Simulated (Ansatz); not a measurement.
Reaction: H3BSO (SMILES B(O)S) → H2BO (SMILES O[BH], doublet) + HS (SMILES [SH], doublet) (the B-S bond breaks)
Each species at its own B3LYP-D3(BJ)/def2-TZVP minimum (Ansatz, a first-principles code), one conformer.

Quantity: bond dissociation energy (electronic), in kcal/mol. Radicals and triplets start from unrestricted determinants; spin-orbit coupling is neglected. CBS(X,Y): correlation extrapolated as X^-3, Hartree-Fock from the larger set (Q,5: extrapolated as (X+1)exp(-9√X)). A bracket is a step between two methods taken in the basis named. Functionals run without relativity, which enters their misses. Double hybrids freeze cores in their MP2 part. 'core' is core correlation in cc-pwCVTZ (1s frozen past Ne), 'X2C' scalar relativity in cc-pVTZ-DK, both at CCSD(T).

CCSD(T)/CBS(cc-pV(Q+d)Z,cc-pV(5+d)Z) + [CCSDT(Q) - CCSD(T)]/cc-pV(D+d)Z + core + X2C (Ansatz) gives 111.3 kcal/mol.

### Question
How far off this value is PBE/def2-TZVPD (Ansatz), in which direction, and which of these levels come nearer: r2SCAN/def2-TZVPD, wB97M-V/def2-TZVPD, B2PLYP/def2-TZVPD, CCSD(T)/CBS(cc-pV(Q+d)Z,cc-pV(5+d)Z) + core + X2C?

### Answer
PBE gives 109.1 kcal/mol, 2.2 kcal/mol below it. Differences of the others: r2SCAN/def2-TZVPD (Ansatz) -4.8; wB97M-V/def2-TZVPD (Ansatz) 0.4; B2PLYP/def2-TZVPD (Ansatz) -4.5; CCSD(T)/CBS(cc-pV(Q+d)Z,cc-pV(5+d)Z) + core + X2C (Ansatz) -0.1 kcal/mol. Nearer than PBE: wB97M-V/def2-TZVPD, CCSD(T)/CBS(cc-pV(Q+d)Z,cc-pV(5+d)Z) + core + X2C.
